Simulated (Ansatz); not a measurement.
Energy needed to pull apart BSiNH₆ (SMILES B[SiH2]N), closed shell, into free ground-state atoms, from the structure below (displaced at random from a GFN2-xTB minimum); no zero-point or spin–orbit terms; open-shell atoms are treated unrestricted, in their ground-state multiplicity.

| atom | x (Å) | y (Å) | z (Å) |
| --- | --- | --- | --- |
| B1 | -1.0367 | 0.7735 | -0.9814 |
| Si2 | 0.5757 | 0.2652 | -0.0012 |
| N3 | 0.3205 | -1.2402 | 0.8215 |
| H4 | -2.0716 | 0.2957 | -0.7471 |
| H5 | -1.0173 | 1.5366 | -1.7680 |
| H6 | 1.0211 | 1.3713 | 0.8950 |
| H7 | 1.7401 | -0.0527 | -0.8253 |
| H8 | 1.1247 | -1.5866 | 1.4452 |
| H9 | -0.5062 | -1.3575 | 1.3263 |

Ansatz 0.2.0; basis: def2-TZVPP; cores frozen in the correlated methods. B3LYP uses VWN-RPA correlation.

```json
{"method": "PBE-D4", "atomization energy (eV)": "?"}
{"method": "revPBE-D4", "atomization energy (eV)": "28.75"}
{"method": "r2SCAN-D4", "atomization energy (eV)": "29.19"}
{"method": "PBE0-D4", "atomization energy (eV)": "?"}
{"method": "B3LYP-D4", "atomization energy (eV)": "29.45"}
{"method": "wB97M-V", "atomization energy (eV)": "29.40"}
{"method": "HF", "atomization energy (eV)": "21.62"}
{"method": "MP2", "atomization energy (eV)": "28.42"}
{"method": "CCSD", "atomization energy (eV)": "28.12"}
{"method": "CCSD(T)", "atomization energy (eV)": "28.40"}
```

Problem. What does PBE0-D4 give? (Judge from chemistry; the value comes from the calculation.)

Solution. The calculation gives: 29.05 eV, which is about 0.65 eV more than CCSD(T)/def2-TZVPP.

Problem. What does PBE-D4 give? (To be estimated.)

Solution. Computed: 29.30 eV, which is about 0.90 eV more than CCSD(T)/def2-TZVPP.

In triple zeta the MP2 and coupled-cluster atomization energies are still short of their basis limit by a few kcal/mol a bond, whereas those of the functionals are nearly converged, so these differences are not deviations from converged CCSD(T).

The T1 diagnostic stays at or below 0.011.

For scale, one of the runs: CCSD(T)/def2-TZVPP forces, 188 basis functions (an equivalent command: `ansatz run in.yaml --threads 4`). Hardware: 4 CPU threads, shared host. Wall time 110 s; peak host memory 3.8 GiB.
